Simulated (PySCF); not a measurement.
Gas-phase reaction: 3 S + 2 AlH ⇌ 2 AlS + H2S

Computed with PySCF and rigid-rotor harmonic-oscillator thermochemistry at 1 bar. 'Table' is the NASA 1993 thermochemical table (part measured, part estimated). After a fit of one offset per element over all species, the range-separated, M06-2X, PBE0/def2-QZVP and CCSD(T)/def2-TZVPP enthalpies, where run, lie to one side of the table for AlH (-36 kJ/mol), AlS (-48 kJ/mol): a fault of the table's entry, another state or a shared error of the levels is possible; this was not checked at source. † marks an energy on the PBE0/def2-TZVP geometry and frequencies; other levels use their own. CCSD(T) freezes the core. 6-31G* has spherical d functions here. Open shells (unrestricted): S (multiplicity 3, electronic degeneracy 9), AlS (multiplicity 2); the rest are closed-shell singlets. Spin-orbit splitting is ignored; it lowers the true energy and changes the entropy of S. B3LYP is the form with VWN-RPA correlation. CCSD(T) isn't extrapolated to the basis-set limit; its ΔH°(298 K) is -813.2 kJ in def2-SVP and -887.4 kJ in def2-TZVPP. The harmonic model lacks anharmonicity and excited electronic states, which grow with temperature; levels with a mode under 35 cm⁻¹ are left out. The table's entry may be an old estimate for AlH, AlS (not checked at source).

log10 K (1 bar standard state):

```tsv
T (K)	table	B3LYP/6-31G*	BLYP/def2-TZVP†	CCSD(T)/def2-SVP†
600	66.4	64.8	69.8	59.1
800	46.8	45.6	49.3	41.3
1200	27.1	26.2	28.7	23.4
1600	17.2	16.5	18.4	14.3
2500	6.5	6.0	7.1	4.6
```
Ten kJ in ΔG° is worth 0.87 decades in K at 600 K and 0.21 at 2500 K.
